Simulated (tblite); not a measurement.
C₃H₆ClO (doublet state).
Geometry (GFN2-xTB, Å), atoms numbered from 1 in this order:
```
atom  x, y, z in Å
C1     1.2484    0.7450   -0.3758
C2     0.5358   -0.4430   -0.0579
Cl3    0.6588   -0.6590    1.8747
C4    -0.9672   -0.4078   -0.3214
O5    -1.5962    0.6935    0.2613
H6     2.3141    0.7349   -0.5027
H7     0.7394    1.6910   -0.3392
H8     0.9988   -1.3686   -0.3943
H9    -1.1289   -0.3204   -1.4002
H10   -1.4155   -1.3500    0.0246
H11   -1.3820    0.6871    1.2048
```

Computed with GFN2-xTB (tblite): harmonic, unscaled wavenumbers at the GFN2-xTB geometry, gas phase. Against measured fundamentals such values can be off by several per cent, at times by over 20. One conformer, not necessarily the lowest. Open shells enter through the occupations alone, without spin polarisation, and single modes of such species can be off by tens of per cent.

Harmonic wavenumbers (cm⁻¹): 115.0, 210.7, 271.0, 278.8, 324.6, 337.6, 445.8, 603.0, 699.8, 877.2, 952.2, 1003.2, 1070.5, 1114.3, 1160.2, 1196.4, 1284.0, 1324.4, 1337.0, 1398.9, 1461.6, 2882.7, 2963.2, 2985.8, 3123.5, 3171.5, 3477.6.

A = 5203, B = 3140, C = 2412 MHz; mass 93.011 u (most abundant isotopes); point group C1, symmetry number 1; spin multiplicity 2.

Task: What is the zero-point energy?

Result: Half the sum of the wavenumbers: 18035 cm⁻¹ = 215.75 kJ/mol.

Task: What is S at 500 K and 1 bar for an ideal gas of classical rigid rotors and harmonic oscillators?

Result: Translation 176.13, rotation 117.34, vibration 100.85, spin (R ln 2) 5.76: S = 400.1 J/(mol K).

Task: And Cp and H(500 K) − H(0)?

Result: Cp = 142.97 J/(mol K), of which vibrations give 109.71 (their classical limit is 27 R = 224.5); H(500 K) − H(0) = 44.74 kJ/mol without the zero-point energy, 28.11 from vibrations.

Task: How do the functions run with temperature in this model?

Result: 
```
T (K)  S (J/(mol K))  Cp (J/(mol K))  H − H(0) (kJ/mol)  G − H(0) (kJ/mol)  ln q(vib)
  100          255.0            53.2               3.99             -21.51       0.32
  200          300.6            80.2              10.73             -49.40       1.38
  300          337.5           103.2              19.91             -81.35       2.67
  800          476.2           180.3              93.74            -287.20       9.31
 1000          518.2           196.5             131.50            -386.73      11.75
```

q(vib) and H(0) count from the zero-point level.

Task: What must be added to the electronic energy to get the Gibbs energy at 500 K and 1 bar?

Result: ZPE + [H(500 K) − H(0)] − T·S = 215.75 + 44.74 − 200.04 = 60.45 kJ/mol.

Task: Blend soft modes into free rotors: weight 1/[1 + (100 cm⁻¹/ν̃)⁴] for the oscillator and the rest for a rotor with moment μB/(μ + B), μ = h/(8π²ν), B = 10⁻⁴⁴ kg m². What vibrational entropy results?

Result: 99.30 J/(mol K) in place of 100.85, which changes −T·S at 500 K by +0.78 kJ/mol.

Task: Which modes carry the vibrational entropy at 500 K?

Result: 115.0 cm⁻¹: 17.55; 210.7 cm⁻¹: 12.60; 271.0 cm⁻¹: 10.59; 278.8 cm⁻¹: 10.37; 324.6 cm⁻¹: 9.18; 337.6 cm⁻¹: 8.87 J/(mol K); the other 21 give 31.70 together.

Hindered rotation and anharmonicity are outside this model. Other conformers, if any are populated, would add a mixing term that is left out. The structure is chiral; the term R ln 2 for an equal mix with its mirror image is left out.

The run took 0.43 s of wall time on Intel Xeon at 2.50 GHz, one thread, no GPU, shared host with 64 logical CPUs at a one-minute load of 62. The figure is for the frequency step alone.
